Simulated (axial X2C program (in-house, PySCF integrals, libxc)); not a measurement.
AlS⁻: from the spin-free to the two-component result

Computed with an axial X2C code built on PySCF integrals. Spin-free means the one-electron spin-free X2C Hamiltonian; two-component (2c) means X2C with spin–orbit coupling and atomic mean-field two-electron Coulomb and Gaunt terms, so the difference of the two also holds small scalar two-electron terms. Basis: S dyall-av3z [9s8p3d2f], Al dyall-av3z [9s9p3d2f] (cores contracted in-house); Gaussian nuclei, density fitting, unrestricted open shells. Masses: S 31.972 u, Al 26.982 u.

Spin-free state: M_S = 0, Λ = 0 (closed shell); fragments S- + Al.

```csv
level,Re (Å),ωe (cm⁻¹),De (eV),μ (D)
PBE0,2.101,572.7,4.661,0.30
HF,2.091,599.0,3.432,0.63
MP2,2.109,571.6,4.897,n/a
CCSD,2.105,577.9,4.536,n/a
CCSD(T),2.114,565.6,4.704,n/a
r2SCAN,2.105,568.0,4.773,0.03
```

Correlated methods: 10 electrons correlated (number of frozen shells: S 2 s, 1 p; Al 2 s, 1 p), 200 virtual spin orbitals or spinors in MP2, 88 natural virtuals in coupled cluster.

Dipoles are positive if Al is the positive end and refer to the centre of mass.

Two-component determinant lowest at the distance of the search:

Ω = 0 (closed shell); fragments S- + Al.

| level | Re (Å) | ωe (cm⁻¹) | De (eV) | μ (D) |
| --- | --- | --- | --- | --- |
| PBE0 | 2.101 | 572.6 | 4.658 | 0.30 |
| HF | 2.092 | 598.9 | 3.353 | 0.63 |
| MP2 | 2.110 | 571.5 | 4.873 | n/a |
| CCSD | 2.106 | 577.9 | 4.508 | n/a |
| CCSD(T) | 2.114 | 565.5 | 4.678 | n/a |
| r2SCAN | 2.105 | 567.9 | 4.772 | 0.03 |

(1) From the two tables, how do the constants change at the CCSD(T) level (2c against spin-free)?

The state is a single determinant with fixed occupations, the lowest that a limited PBE0 search found. The closed shell is kept restricted, so the energy runs too high when the bond is stretched far. Dissociation energies refer to the lowest single-determinant-based atoms at the same level and basis. CCSD and (T) use frozen natural virtuals with an MP2 correction for the truncation; (T) itself is uncorrected, so its De runs slightly low. The 2c atoms are single determinants rather than J levels; their spin–orbit lowering is only partly caught, and De is too large by that part. This holds for PBE0, r2SCAN. The functionals have no current-density term, which raises determinants with orbital currents, atoms included. The highest occupied level of some functionals is positive through self-interaction error; at Hartree–Fock it is bound. Hartree–Fock gets electron affinities wrong, so its lowest charge split need not be the true one.

Answers

(1) At the CCSD(T) level Re is unchanged within 0.001 Å and ωe doesn't move by more than 0.2 cm⁻¹; De changes by -0.026 eV.
